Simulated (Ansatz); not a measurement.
A made-up structure of CH$_{4}$LiSi, doublet:

```json
{"atom": "Li1", "x (Å)": "-1.9428", "y (Å)": "-0.3968", "z (Å)": "0.4161"}
{"atom": "C2", "x (Å)": "0.4658", "y (Å)": "0.1243", "z (Å)": "0.8005"}
{"atom": "Si3", "x (Å)": "-0.2921", "y (Å)": "-0.0879", "z (Å)": "-0.8082"}
{"atom": "H4", "x (Å)": "-0.0689", "y (Å)": "-1.2826", "z (Å)": "-1.5425"}
{"atom": "H5", "x (Å)": "-0.5617", "y (Å)": "1.0471", "z (Å)": "-1.6179"}
{"atom": "H6", "x (Å)": "0.8032", "y (Å)": "1.0966", "z (Å)": "1.0542"}
{"atom": "H7", "x (Å)": "1.1642", "y (Å)": "-0.6110", "z (Å)": "1.1090"}
```

It is relaxed with PBE-D4/def2-SVP and then PBE0-D4/def2-TZVP (Ansatz 0.2.0). Atoms count as bonded within 1.22 times the sum of their covalent radii (H–H: 0.88 Å). The end point is not checked to be a true minimum.

(1) Does its bonding change? (A judgement: the text doesn't fix the answer.)

Results:

(1) By the calculation: Yes. Formed: Li1–C2; broken: none.

Where it ends: The first stage lowers the energy by 1.15 eV in 8 steps. It ends as CH₄LiSi ([Li]1[CH2][SiH2]1):
| atom | x (Å) | y (Å) | z (Å) |
| --- | --- | --- | --- |
| Li1 | -1.6766 | -0.3187 | 1.1018 |
| C2 | 0.3172 | 0.0892 | 0.6852 |
| Si3 | -0.3182 | -0.0989 | -0.9786 |
| H4 | 0.1472 | -1.2817 | -1.7587 |
| H5 | -0.3604 | 1.1204 | -1.8363 |
| H6 | 0.5404 | 1.0830 | 1.0701 |
| H7 | 0.9180 | -0.7037 | 1.1278 |

Labels in which every atom is bracketed show which atoms are joined, not bond orders.

For scale, one of the runs: PBE0-D4/def2-TZVP relaxation, 106 basis functions, launched by `ansatz run in.yaml --threads 2 --pin off --events-out ev --progress --plain --max-ram 4352MiB`. The run took about 15 s on 2 CPU threads of an Arm Neoverse V1 (shared host).
